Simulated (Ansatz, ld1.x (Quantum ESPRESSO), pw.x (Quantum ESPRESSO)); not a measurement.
Equation-of-state test of one TM potential (technetium)

Tc, norm-conserving Troullier–Martins (Kleinman–Bylander form), made with ld1.x (Quantum ESPRESSO) 7.5 (PBEsol, scalar-relativistic). Core [Kr], reference 4d5 5s1 5p0 (charge +1). Waves: 5p (bound, empty): rc 3.40 bohr; 4d (bound): rc 1.25 bohr; 5s (bound): rc 2.70 bohr. Local part: the s channel. Core correction: Bessel-smoothed model core inside 0.80 bohr.

Atomic tests: cutoffs needed: 60 Ry and 90 Ry (the cutoffs (Ry, on a coarse ladder) from which the occupation-weighted sum of valence levels, in a spherical-Bessel basis at the reference potential, stays within 10 and 1 mRy of its value at 400 Ry); ghost test: no extra level below or beside the all-electron valence levels (p, d, s, f tested) (spherical-Bessel basis up to 400 Ry, 20 bohr box); largest excitation error: -1080 meV (all-electron minus pseudo) for 4d3 5s0 5p0, out of 7 test configurations.

Crystal test: sc Tc in pw.x 7.5, no spin, 13³ k-points, Fermi–Dirac smearing 0.01 Ry, cutoffs 110/440 Ry. The reference is all-electron LAPW (Ansatz 0.2.0) with the same functional, mesh and smearing; V0 and B0 come from Birch–Murnaghan fits to the pressures at five volumes. Errors are pseudo minus all-electron; Δ is the rms difference of the E(V) curves that follow from these fits, minima aligned, over ±6 % about the mean V0. Mesh and smearing are coarse, so the numbers serve the comparison and aren't converged zero-temperature values; the lattice is a test structure that the element need not adopt.

All-electron: a0 = 2.505 Å (V0 = 15.71 Å³/atom), B0 = 243.8 GPa.

**Question.** How far does the potential miss the all-electron equation of state?

**Answer.** mean pressure error (GPa): +19.36. The pressure does not cross zero within the volumes sampled, so no fit is given. The largest radius (3.40 bohr) exceeds half the bond length (2.37 bohr), so the spheres overlap, which is one possible source of error among others. This is a poor potential for the solid.

```
V (Å³/atom)  P all-electron (GPa)  P pseudo (GPa)
     14.940                 13.77           36.92
     15.333                  6.31           27.36
     15.726                 -0.20           18.97
     16.119                 -5.88           11.60
     16.512                -10.83            5.13
```

**Question.** At the middle volume, how do free energy and pressure move when the wave cutoff is lowered (ecutrho kept at four times it)?

**Answer.**

| cutoff (Ry) | shift of F (meV/atom) | shift of P (GPa) |
| --- | --- | --- |
| 50 | +319.6 | -12.58 |
| 66 | +54.4 | -2.42 |
| 88 | +3.3 | -0.33 |

Input at the middle volume:

```
&control
  calculation='scf', prefix='x', pseudo_dir='./', outdir='./tmp', tstress=.true., disk_io='none'
/
&system
  ibrav=0, nat=1, ntyp=1, ecutwfc=110, ecutrho=440, nbnd=11,
  occupations='smearing', smearing='fd', degauss=0.01
/
&electrons
  conv_thr=1e-09, mixing_beta=0.4, electron_maxstep=70
/
ATOMIC_SPECIES
Tc 1.0 Tc.UPF
CELL_PARAMETERS angstrom
  2.50537510 0.00000000 0.00000000
  0.00000000 2.50537510 0.00000000
  0.00000000 0.00000000 2.50537510
ATOMIC_POSITIONS crystal
Tc 0.0000 0.0000 0.0000
K_POINTS automatic
13 13 13 0 0 0
```

```bash
pw.x < Tc.scf.in > Tc.scf.out
```

Lines of the output:

```
Message from routine setup:
     using ibrav=0 with symmetry is DISCOURAGED, use correct ibrav instead
     lattice parameter (alat)  =       4.7345  a.u.
     unit-cell volume          =     106.1243 (a.u.)^3
     number of electrons       =         7.00
     number of Kohn-Sham states=           11
     kinetic-energy cutoff     =     110.0000  Ry
     charge density cutoff     =     440.0000  Ry
     scf convergence threshold =      1.0E-09
     Exchange-correlation= PBESOL
     number of k points=    84  Fermi-Dirac smearing, width (Ry)=  0.0100
     iteration #  1     ecut=   110.00 Ry     beta= 0.40
     total energy              =     -52.22919254 Ry
     estimated scf accuracy    <       0.35192427 Ry
     iteration #  2     ecut=   110.00 Ry     beta= 0.40
     total energy              =     -52.25713480 Ry
     estimated scf accuracy    <       0.01995737 Ry
     iteration #  3     ecut=   110.00 Ry     beta= 0.40
     total energy              =     -52.26124249 Ry
     estimated scf accuracy    <       0.00021796 Ry
     iteration #  4     ecut=   110.00 Ry     beta= 0.40
     total energy              =     -52.26126285 Ry
     estimated scf accuracy    <       0.00003326 Ry
     iteration #  5     ecut=   110.00 Ry     beta= 0.40
     total energy              =     -52.26126751 Ry
     estimated scf accuracy    <       0.00000050 Ry
     iteration #  6     ecut=   110.00 Ry     beta= 0.40
     total energy              =     -52.26126759 Ry
     estimated scf accuracy    <       0.00000002 Ry
     iteration #  7     ecut=   110.00 Ry     beta= 0.40
     total energy              =     -52.26126759 Ry
     estimated scf accuracy    <          1.2E-09 Ry
     iteration #  8     ecut=   110.00 Ry     beta= 0.40
     the Fermi energy is    14.2331 ev
!    total energy              =     -52.26126759 Ry
     estimated scf accuracy    <          1.4E-10 Ry
     smearing contrib. (-TS)   =      -0.00550542 Ry
     The total energy is F=E-TS. E is the sum of the following terms:
     one-electron contribution =      11.86563249 Ry
     hartree contribution      =       1.54501991 Ry
     xc contribution           =     -36.30146033 Ry
     ewald contribution        =     -29.36495424 Ry
     convergence has been achieved in   8 iterations
          total   stress  (Ry/bohr**3)                   (kbar)     P=      189.66
     Message from routine punch:
     Nothing written, as per user request (disk_io='none')
```

The run at the middle volume (84 k-points, 8 iterations) took about 12 s on one core of a shared host (Neoverse-V1, 32 threads, 247 GiB, load 27).
